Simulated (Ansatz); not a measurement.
## Ansatz (development build ahead of 0.2.0) run

```yaml
crystal:
  periodic: [false, false, false]
  atoms:
    - { symbol: H, position_ang: [0.01398, 0.01054, 0.0031] }
    - { symbol: C, position_ang: [1.00049, -0.19613, -0.33794] }
    - { symbol: C, position_ang: [2.23123, -0.44453, -0.67151] }
    - { symbol: "N", position_ang: [3.37219, -0.70635, -1.02548] }
basis:
  gaussian: { orbitals: def2-SVP }
magnetization:
  spin_polarized: true
  initial_magnetization: 2
hamiltonian:
  xc: hf
output:
  forces: true
```

The input is written out in the form of the current development build from the run's settings.

Results

| Property | Result |
| --- | --- |
| Converged | yes |
| Total energy | -130.57417 hartree |
| Spin squared of the determinant | 2.396 |
| Stability test | minimum |

Forces (eV/Å):
```
atom      Fx      Fy      Fz
  H1  -0.118   0.041   0.087
  C2   0.416  -0.075  -0.174
  C3   0.317  -0.149  -0.137
  N4  -0.615   0.183   0.224
```

Caution: the unrestricted determinant is spin contaminated.
